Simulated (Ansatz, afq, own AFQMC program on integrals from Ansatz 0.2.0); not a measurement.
Where AFQMC and coupled cluster stand for AlNH2, triplet

```xyz
4

Al    0.0000    0.0000    0.6968
N     0.0000    0.0000   -1.0992
H     0.0000    0.8223   -1.6887
H     0.0000   -0.8223   -1.6887
```

Connectivity, by distances: Al–NH2.

Basis aug-cc-pVDZ. Only valence electrons are correlated. Integrals, coupled cluster, full CI and functionals: Ansatz 0.2.0; the random walks run on the same integrals in our own AFQMC program. The CISD trial takes its coefficients from CCSD amplitudes. Released means that phaseless walkers are propagated on without the constraint, phases kept. ± is one standard error of the sampling.

Determinant: UHF, the one that the program's search chose, which needn't be the lowest solution. The geometry is a PBE0/def2-TZVP stationary point of this or a neighbouring charge and spin state.

No full CI on the walks' own integrals is used here; CCSDT(Q) serves as the reference and is uncertain by about the last step of the cluster series.

Cautions: another spin lies lower (by 2.50 eV); the released energies are still falling, so no released level is given (meV from the phaseless value at times in 1/Eh: -5 ± 5 at 0.24, -6 ± 4 at 0.51, -6 ± 4 at 0.99, -9 ± 5 at 1.62, -21 ± 4 at 2.40).

* T1 diagnostic: 0.0187
* weight of the determinant in the CISD state: 0.906
* ⟨S²⟩ of the determinant: 2.004
* size of the correlated space: 10 electrons in 62 orbitals

```
  level  correlation energy (eV)
    MP2                  -5.8882
   CCSD                  -6.2877
CCSD(T)                  -6.5002
```

**Question.** Estimate where phaseless AFQMC with a CISD trial lies against CCSD(T) on the same integrals.

**Answer.** 2.3 ± 0.5 kJ/mol below CCSD(T).

Reference: CCSDT(Q), correlation energy -6.534 eV.

```
        level  E − E(reference) (kJ/mol)  share of correlation (%)
      CCSD(T)                        3.2                     99.49
        CCSDT                        1.7                     99.74
ph-AFQMC/CISD                  1.0 ± 0.5                     99.85
```

A walk keeps the symmetry of its determinant, which the program's search chose and which needn't be the lowest solution, so a lower state of the same spin and another symmetry isn't excluded.
